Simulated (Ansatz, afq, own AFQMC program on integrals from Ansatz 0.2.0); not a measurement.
# Where AFQMC and coupled cluster stand for SiNH$_{2}$, doublet

```tsv
atom	x (Å)	y (Å)	z (Å)
Si	0.0000	0.0000	0.6455
N	0.0000	0.0000	-1.0599
H	0.0000	0.8350	-1.6290
H	0.0000	-0.8350	-1.6290
```

Connectivity, by distances: Si–NH2.

Basis cc-pVTZ. Only valence electrons are correlated. Ansatz 0.2.0 and our own AFQMC program on the same integrals; the CISD trial comes from CCSD amplitudes, and released means the phaseless constraint is let go. Error bars are statistical, one sigma.

Determinant: UHF, the one that the program's search chose, which needn't be the lowest solution. The geometry is a PBE0/def2-TZVP stationary point of this or a neighbouring charge and spin state.

No full CI on the walks' own integrals is used here. The released AFQMC energy serves as the reference, which it does only where one determinant dominates, the energy is flat over the last release times and near the phaseless one (40 meV or 2 meV an electron, half that with transition metals). On small molecules, where full CI could be run and the noise was under 10 meV, such values lay within 10 meV of it in 19 cases of 20, a flattering rate, since the rule was set on those same cases; what remains of the bias isn't in the error bar.

Cautions: the released value is read at 1.50 1/Eh (meV from the phaseless value at times in 1/Eh: -2 ± 5 at 0.24, -2 ± 5 at 0.50, -3 ± 6 at 1.00, -6 ± 4 at 1.50).

The T1 diagnostic is 0.0191. The weight of the determinant in the CISD state is 0.871 and the ⟨S²⟩ of the determinant is 0.779. The size of the correlated space is 11 electrons in 86 orbitals.

Reference: AFQMC with the constraint released, correlation energy -9.064 ± 0.004 eV.

| level | E − E(reference) (kcal/mol) | share of correlation (%) |
| --- | --- | --- |
| HF | 209.03 ± 0.10 | 0.00 |
| MP2 | 23.41 ± 0.10 | 88.80 |
| CCSD | 9.22 ± 0.10 | 95.59 |
| CCSD(T) | 0.99 ± 0.10 | 99.53 |
| ph-AFQMC/HF | -0.12 ± 0.83 | 100.06 |
| ph-AFQMC/CISD | 0.13 ± 0.20 | 99.94 |

A walk keeps the symmetry of its determinant, which the program's search chose and which needn't be the lowest solution, so a lower state of the same spin and another symmetry isn't excluded. Released energies are given only where the last usable release times agree within the noise; a slower fall can still hide under it.
